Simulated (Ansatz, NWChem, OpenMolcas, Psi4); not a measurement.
A small benchmark: atomisation enthalpy at 298 K

8 molecules with open shells; the atomisation enthalpy at 298 K in kJ/mol, computed less measured. Shapes, held fixed at every level: PBE0-D4/def2-TZVP. Flexible molecules stand in one conformer, not always the lowest. Thermal terms are harmonic and unscaled (PBE0-D4/def2-TZVP); the spin-orbit lowering of the free atoms is taken from their spectra. Programs: Ansatz 0.2.0, NWChem 7.3.0, OpenMolcas 26.06, Psi4 1.11. A level may come from different programs for different species; with the same settings they agree closely. Measured values: Active Thermochemical Tables.

Levels: A = HF/def2-TZVPP; B = B3LYP/6-31G* (Cartesian functions); C = B3LYP-D4/def2-TZVPP; D = PBE0-D4/def2-TZVPP.

| molecule | from tabulated heats | A | B | C | D |
| --- | --- | --- | --- | --- | --- |
| N2H (dinitrogen monohydride) | 913 | -500 | +5 | +35 | +15 |
| C2HO (ethynyloxy radical) | 1723 | -588 | -3 | +19 | +36 |
| CH2N (SMILES C=[N]) | 1387 | -455 | +8 | +24 | +15 |
| CH3O (hydroxymethyl radical) | 1636 | -505 | -25 | +7 | +5 |
| N2H3 (hydrazinyl radical) | 1374 | -614 | -6 | +42 | +19 |
| C2H3O (acetyl radical) | 2347 | -696 | -7 | +9 | +21 |
| C3H3 (cyclopropenyl radical) | 2318 | -667 | -13 | +11 | +54 |
| C2H5O (ethoxy radical) | 2784 | -753 | +11 | +19 | +26 |

Sum up the errors.


```json
{"level": "HF/def2-TZVPP", "kind": "Hartree–Fock", "mean error": "-597.2", "mean absolute error": "597.2", "worst case": "C2H5O"}
{"level": "B3LYP/6-31G* (Cartesian functions)", "kind": "global hybrid", "mean error": "-3.8", "mean absolute error": "9.8", "worst case": "CH3O"}
{"level": "B3LYP-D4/def2-TZVPP", "kind": "global hybrid", "mean error": "+20.8", "mean absolute error": "20.8", "worst case": "N2H3"}
{"level": "PBE0-D4/def2-TZVPP", "kind": "global hybrid", "mean error": "+23.9", "mean absolute error": "23.9", "worst case": "C3H3"}
```

On this set B3LYP/6-31G* (Cartesian functions) has the smallest mean absolute error and HF/def2-TZVPP the largest. HF/def2-TZVPP is too low in 8 of 8; B3LYP-D4/def2-TZVPP is too high in 8 of 8; PBE0-D4/def2-TZVPP is too high in 8 of 8. Heats of the atoms come from ATcT where it has them. The levels differ in basis as well as in method. A functional in a double-zeta set wins here by errors that cancel. For HF/def2-TZVPP the error tends to grow with the atomisation enthalpy. Hartree–Fock lacks correlation and underbinds. Spin contamination: N2H (⟨S²⟩ up to 0.85), C2HO (⟨S²⟩ up to 0.81), CH2N (⟨S²⟩ up to 0.93). Open shells run unrestricted. The set is small.
